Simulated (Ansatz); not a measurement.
Ideal-gas functions of `O=CCO` at 800 K and 1 bar, from an Ansatz frequency run at PBE0-D4/def2-TZVP.

Molar mass 60.05 g/mol, point group Cs (symmetry number 1), electronic degeneracy 1, moments of inertia 27.096, 75.979, 99.951 u Å². Harmonic wavenumbers (cm⁻¹, unscaled): 225, 289, 424, 716, 774, 887, 1107, 1160, 1250, 1306, 1388, 1439, 1467, 1827, 2951, 2992, 3008, 3727.

Use S(trans) = R[1.5 ln M + 2.5 ln T − 1.1517]; rotational temperatures θ = 24.2544 K / I; S(rot) = R[ln(√π/σ · √(T³/θAθBθC)) + 1.5]; for each mode x = 1.438777 ν̃/T, S = R[x/(eˣ − 1) − ln(1 − e⁻ˣ)] and H = RT x/(eˣ − 1); 1 cm⁻¹ = 0.0119627 kJ/mol; R = 8.31446 J/(mol·K).

Problem. By hand: the entropy, in J/(mol·K).

Solution. Translation 180.4. Rotation: θ = 0.8951, 0.3192, 0.2427 K, giving 111.7. Vibration, mode by mode: 15.89, 13.85, 10.77, 6.76, 6.20, 5.26, 3.84, 3.56, 3.13, 2.90, 2.58, 2.40, 2.31, 1.38, 0.26, 0.25, 0.24, 0.08, in all 81.7. Electronic 0.0. Sum 373.8 J/(mol·K).

Problem. By hand: H − E and G − E in kJ/mol, counted from the electronic energy.

Solution. Zero-point energy ½ × 26937 × 0.0119627 = 161.1; thermal vibration 37.1; translation, rotation and pV give 4 RT = 26.6. H − E = 224.8 kJ/mol, and G − E = 224.8 − 800 × 373.8/1000 = -74.2 kJ/mol.

Vibration gives 22 % of the entropy. The sum counts one conformer and one mirror image; others add a mixing term.
